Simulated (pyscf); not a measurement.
# Hydrogen abstraction: H₃C–SiH₂–CH₃ + H atom (H•) -> •H₂C–SiH₂–CH₃ + hydrogen (H₂)

Gas phase, doublet surface, charge 0. Bonds broken: C1–H4. Bonds formed: H4–H12. Structures and frequencies: ωB97X-D3(BJ)/def2-SVP in PySCF.

Transition state (Å):

```xyz
12

C      0.5416     0.2856    -0.4909
Si    -0.2070    -0.8479     0.7998
C     -1.9368    -0.2658     1.2487
H     -0.3186     0.2020    -1.5675
H      1.4945    -0.0199    -0.9460
H      0.5240     1.3648    -0.2792
H     -0.2517    -2.2372     0.2505
H      0.6566    -0.8712     2.0230
H     -1.9107     0.7551     1.6628
H     -2.3962    -0.9263     2.0010
H     -2.5860    -0.2568     0.3586
H     -0.8745     0.1753    -2.3154
```

One imaginary mode, 1417i cm⁻¹; descent along it reached the two sides named.

```json
[
 {"bond": "C1–H4", "change": "breaks", "reactant side (Å)": "1.102", "saddle": "1.381", "product side": "2.8"},
 {"bond": "H4–H12", "change": "forms", "reactant side (Å)": "3.2", "saddle": "0.932", "product side": "0.761"}
]
```

Electronic energies relative to the separated reactants (kJ/mol):

```tsv
level	barrier	reaction energy	reverse barrier
ωB97X-D3(BJ)/def2-TZVP	47.4	+1.0	46.4
PBE/def2-TZVP	27.8	+2.3	25.5
r²SCAN/def2-TZVP	21.6	-16.4	38.0
B3LYP-D3(BJ)/def2-TZVP	24.8	-14.6	39.4
PBE0-D3(BJ)/def2-TZVP	37.0	+3.8	33.2
M06-2X/def2-TZVP	53.5	-2.2	55.7
ωB97M-D3(BJ)/def2-TZVP	47.4	+0.3	47.0
HF/def2-TZVP	90.6	-9.3	99.9
```

With ωB97M-D3(BJ)/def2-TZVP energies and thermal terms (ideal gas, 1 atm, RRHO with modes under 100 cm⁻¹ raised to 100, one conformer, R ln 2 for chiral ones without a mode under 150 cm⁻¹), in kJ/mol:

```json
[
 {"T (K)": "298", "ΔH‡": "37.0", "ΔG‡": "63.4", "ΔH": "-6.9", "ΔG": "-16.3"},
 {"T (K)": "600", "ΔH‡": "35.8", "ΔG‡": "90.6", "ΔH": "-5.1", "ΔG": "-26.8"},
 {"T (K)": "900", "ΔH‡": "35.6", "ΔG‡": "118.1", "ΔH": "-5.4", "ΔG": "-37.6"},
 {"T (K)": "1200", "ΔH‡": "35.5", "ΔG‡": "145.6", "ΔH": "-6.9", "ΔG": "-48.1"}
]
```

The same reactants have a lower exit, to H₃C–SiH•–CH₃ + H₂ (barrier +18.8 kJ/mol at ωB97M-D3(BJ)/def2-TZVP, against +47.4 kJ/mol here). •H₂C–SiH₂–CH₃ lies 39.9 kJ/mol over its isomer H₃C–SiH•–CH₃ (electronic energy, ωB97M-D3(BJ)/def2-TZVP). This is the saddle that the search found; another between the same sides may lie lower. The angle at the transferred H is 177°.
